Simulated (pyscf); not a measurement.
Elimination: `[AsH2][GaH][AsH2]` → `[AsH]=[Ga][AsH2]` + `[H][H]`

Gas phase, singlet surface, charge 0. Bonds broken: As1–H4, Ga2–H6. Bonds formed: H4–H6. Single points on ωB97X-D3(BJ)/def2-SVP structures (PySCF, gas phase).

Transition state (Å):

```xyz
8

As    -0.9308    -0.0888     2.0559
Ga    -0.7040    -0.0284    -0.2381
As     0.7549     0.6222    -2.0116
H     -1.7863     1.1010     0.6578
H     -2.4230    -0.3304     1.8687
H     -2.1647     0.9511    -0.3315
H      1.6554    -0.5818    -1.7890
H     -0.0863    -0.0969    -3.0525
```

One imaginary mode, 1416i cm⁻¹; descent along it reached the two sides named.

```json
[
 {"bond": "As1–H4", "change": "breaks", "reactant side (Å)": "1.519", "saddle": "2.025", "product side": "3.8"},
 {"bond": "Ga2–H6", "change": "breaks", "reactant side (Å)": "1.570", "saddle": "1.761", "product side": "3.2"},
 {"bond": "H4–H6", "change": "forms", "reactant side (Å)": "4.3", "saddle": "1.070", "product side": "0.761"}
]
```

Electronic energies relative to the reactant's lowest minimum found (kJ/mol):

```json
[
 {"level": "ωB97X-D3(BJ)/def2-TZVP", "barrier": "230.4", "reaction energy": "+110.6", "reverse barrier": "119.8"},
 {"level": "PBE/def2-TZVP", "barrier": "171.0", "reaction energy": "+84.3", "reverse barrier": "86.7"},
 {"level": "r²SCAN/def2-TZVP", "barrier": "187.1", "reaction energy": "+97.7", "reverse barrier": "89.4"},
 {"level": "B3LYP-D3(BJ)/def2-TZVP", "barrier": "200.0", "reaction energy": "+91.6", "reverse barrier": "108.5"},
 {"level": "PBE0-D3(BJ)/def2-TZVP", "barrier": "196.4", "reaction energy": "+105.6", "reverse barrier": "90.8"},
 {"level": "M06-2X/def2-TZVP", "barrier": "206.7", "reaction energy": "+92.5", "reverse barrier": "114.2"},
 {"level": "ωB97M-D3(BJ)/def2-TZVP", "barrier": "219.9", "reaction energy": "+108.8", "reverse barrier": "111.1"},
 {"level": "HF/def2-TZVP", "barrier": "285.4", "reaction energy": "+123.7", "reverse barrier": "161.7"}
]
```

With ωB97M-D3(BJ)/def2-TZVP energies and thermal terms (ideal gas, 1 atm, RRHO with modes under 100 cm⁻¹ raised to 100, one conformer, R ln 2 for chiral ones without a mode under 150 cm⁻¹), in kJ/mol:

```
T (K)    ΔH‡    ΔG‡      ΔH     ΔG
-----  -----  -----  ------  -----
298    211.7  213.5  +100.6  +65.6
600    209.3  216.3  +102.1  +29.2
900    207.6  220.2  +100.8   -7.1
1200   205.9  224.7   +98.0  -42.6
```

At the saddle there is also a short Ga–H contact that neither side keeps. One saddle was located; it need not be the lowest between these sides. Elements up to Kr have no core potential and no relativistic terms here.
